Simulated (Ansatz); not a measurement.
Input file:

```yaml
crystal:
  periodic: [false, false, false]
  atoms:
    - {symbol: Al, position_ang: [0.000000, 0.000000, 1.679233]}
    - {symbol: O, position_ang: [0.000000, 0.000000, -0.019667]}
    - {symbol: Cl, position_ang: [0.000000, 0.000000, -1.659567]}
basis:
  gaussian: {orbitals: cc-pVDZ}
magnetization: {spin_polarized: false}
correlation: {method: bccd_t, electrons: outside_noble_gas}
```

```sh
$ ansatz run in.yaml --threads 1 --pin off --events-out ev --progress --plain --max-ram 4096MiB --backend cpu
```

Task: Roughly how long does this take on 1 thread of AMD EPYC 7R13, shared host, and how much host memory?

Result: 0.75 s wall and 0.21 GiB.

```
505 factors; integrals over basis functions are off by at most 1.5e-3 eV
mean field evaluation 1: about -21120.7874 eV, gradient 2.6e1 eV
mean field evaluation 2: about -21121.0560 eV, gradient 2.7e1 eV
mean field evaluation 4: about -21122.7962 eV, gradient 2.7e0 eV
mean field evaluation 8: about -21122.8488 eV, gradient 3.3e-1 eV
mean field evaluation 16: about -21122.8494 eV, gradient 2.4e-6 eV
mean field -21122.84939307 eV, -776.2503976139 hartree, gradient 2.4e-6 eV, S^2 0.000000; 0 other end points of the search recorded, 0 dependent functions left out
11 core orbitals not correlated: weight in the atoms' cores, before any rotation towards them, 1.000 or more for the frozen orbitals, at most 0.000 for the correlated occupied ones
reference -21122.84939307 eV, -776.2503976139 hartree; 8, 8 occupied and 31, 31 virtual orbitals, 505 factors
second order -9.87572414 eV of doubles, -0.00000000 eV of singles
cycle   1  -10.12720130 eV  change   -2.5e-1 eV  update   1.0e-1
cycle   2  -10.45314955 eV  change   -3.3e-1 eV  update   3.7e-2
cycle   3  -10.55406328 eV  change   -1.0e-1 eV  update   2.5e-2
cycle   4  -10.53960766 eV  change    1.4e-2 eV  update   6.9e-3
cycle   5  -10.53396313 eV  change    5.6e-3 eV  update   3.3e-3
cycle   6  -10.53360382 eV  change    3.6e-4 eV  update   1.5e-3
cycle   7  -10.53267412 eV  change    9.3e-4 eV  update   5.1e-4
cycle   8  -10.53238081 eV  change    2.9e-4 eV  update   1.6e-4
cycle   9  -10.53246848 eV  change   -8.8e-5 eV  update   4.9e-5
cycle  10  -10.53246988 eV  change   -1.4e-6 eV  update   1.8e-5
perturbative correction -0.31469021 eV, -0.0115646520 hartree
Total energy: -21133.69655317 eV, -776.6490233948 hartree
```

For the same geometry and basis RCCSDTQ lies 43.7 meV lower.
